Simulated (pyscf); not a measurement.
Structures and frequencies: ωB97X-D3(BJ)/def2-SVP in PySCF.

Q: Estimate by transition-state theory the rate constant of `[O]=[V]([OH])([OH])[SH]` + `[OH2]` → `[O]=[V]([OH])([OH])[OH]` + `[SH2]` (singlet surface; S–V, H–O broken, O–V, H–S formed) at 298 K, with ωB97M-D3(BJ)/def2-TZVP energies (ideal gas, 1 atm, RRHO with modes under 100 cm⁻¹ raised to 100, one conformer, R ln 2 for chiral ones without a mode under 150 cm⁻¹; no tunnelling).

A: The electronic barrier is 13.4 kcal/mol and the thermal terms add +9.0, so ΔG‡ = 22.4 kcal/mol. With k_BT/h = 6.21e+12 s⁻¹ and RT = 0.592 kcal/mol, and a volume of 4.06e-20 cm³ per molecule at 1 atm, k = 1.0e-23 cm³ molecule⁻¹ s⁻¹. Wigner's tunnelling factor for 1067i cm⁻¹ would be 2.10, likely too low at so high a frequency. A shift of 1 kcal/mol in the barrier changes k by a factor 5.4. On the reactant side the descent ends in an adduct with a O–V contact, 0.9 kcal/mol under the separated species and 13.8 kcal/mol under the saddle at ωB97X-D3(BJ)/def2-TZVP. What is counted as formed (O–V) is already present as a longer contact in the reactant adduct; forming that adduct is a step of its own. One saddle was located; it need not be the lowest between these sides.
